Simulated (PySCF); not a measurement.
## Simulated absorption spectrum

Compound: C₂F₂S.
InChI=1S/C2F2S/c3-2(4)1-5

Level of theory: PySCF, TDDFT CAM-B3LYP/def2-SVPD, vertical, gas phase, core orbitals frozen in the response. Geometry: GFN2-xTB; no solvent, vibrations or thermal averaging.

Each state is given a Gaussian of 0.4 eV full width at half maximum, with ε(max) = 2.175×10⁸ f / Δν̃ (Δν̃ the width in cm⁻¹). The width is an assumption, not a result. The curve ends short of the highest state used, and states not computed would add to its high-energy end.

(E (eV), ε (L mol⁻¹ cm⁻¹)): (0.75, 0), (1.02, 0), (1.28, 0), (1.55, 0), (1.82, 0), (2.08, 0), (2.35, 0), (2.61, 0), (2.88, 0), (3.15, 0), (3.41, 0), (3.68, 0), (3.94, 0), (4.21, 0), (4.47, 0), (4.74, 0), (5.01, 0), (5.27, 1), (5.54, 72), (5.80, 495), (6.07, 313), (6.33, 186), (6.60, 1337), (6.87, 15613)

Question: Locate the maxima and give the states behind the curve.

Answer: 211 nm (5.89 eV), ε about 560, made up of S4 (98%) (ε in L mol⁻¹ cm⁻¹; maxima over ε = 5, shares over 10%). At its high-energy end, 6.87 eV, the curve is still rising (ε about 16000, from S6). The states used: S1 1.35 eV (f 0.0000); S2 5.04 eV (f 0.0000); S3 5.83 eV (f 0.0001); S4 5.89 eV (f 0.0082); S5 6.65 eV (f 0.014); S6 7.12 eV (f 0.649); S7 7.31 eV (f 0.0000); S8 7.47 eV (f 0.027).

Question: Does any computed singlet lie in the visible range?

Answer: No computed singlet lies between 380 and 750 nm, and the lowest lies beyond, at 916 nm.

Question: Coming from long wavelengths, where does ε first pass 100 L mol⁻¹ cm⁻¹?

Answer: At about 222 nm (5.57 eV), 4.22 eV above S1.

Question: On this curve, what absorbance would a 10⁻⁴ mol/L sample give at 222 nm over a 1 cm path?

Answer: 222 nm is 5.585 eV, where ε is about 120 L mol⁻¹ cm⁻¹, so A = ε c l ≈ 0.012 (Beer–Lambert, with the gas-phase spectrum and the assumed width).
